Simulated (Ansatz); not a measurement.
# Two structures, one formula

Two relaxed structures of CH2NNa, singlet (PBE0-D4/def2-TZVP; forces vanish, vibrations not checked).

A:

```
5
angstrom
C -0.5294 0.2972 -0.2516
N 0.4706 -0.2666 0.2253
Na 2.1289 -1.1955 1.0116
H -1.5698 0.1648 0.1351
H -0.5003 1.0002 -1.1203
```

B:

```tsv
atom	x (Å)	y (Å)	z (Å)
C1	-0.3026	0.4944	-0.4952
N2	0.5081	-0.1540	-0.0178
Na3	2.2696	-1.5383	0.9935
H4	3.6603	-2.6083	1.7673
H5	-1.0617	1.1019	-0.9427
```

Ansatz 0.2.0; basis: def2-TZVPP; cores frozen in the correlated methods. The outer core shell of Li, Na, Mg and K is correlated. The def2 sets are not built for correlating such inner shells, so the correlated values are less sure here. B3LYP uses VWN-RPA correlation.

(1) Which structure is lower at CCSD(T), and by how much? (To be estimated.)

T1 diagnostic: at most 0.014.

Answers

(1) The calculation gives: A, by 10.25 kcal/mol (electronic energy, against the other). By their contacts, A is CH₂NNa ([CH2][N][Na]) and B is CH₂NNa ([CH][N][NaH]).

All methods give the same order:

```csv
method,E(B) − E(A) (kcal/mol)
PBE-D4,15.00
r2SCAN-D4,15.96
PBE0-D4,16.09
B3LYP-D4,12.40
wB97M-V,11.37
HF,5.92
MP2,11.12
CCSD,9.81
CCSD(T),10.25
```

Labels in which every atom is bracketed show which atoms are joined, not bond orders.

For scale, one of the runs: CCSD(T)/def2-TZVPP, 122 basis functions, launched by `ansatz run in.yaml --threads 2 --pin off --events-out ev --progress --plain --max-ram 4352MiB`. Time: 9.5 s of wall clock on 2 CPU threads of an Arm Neoverse V2; the host was shared. Peak host memory: 0.61 GiB.
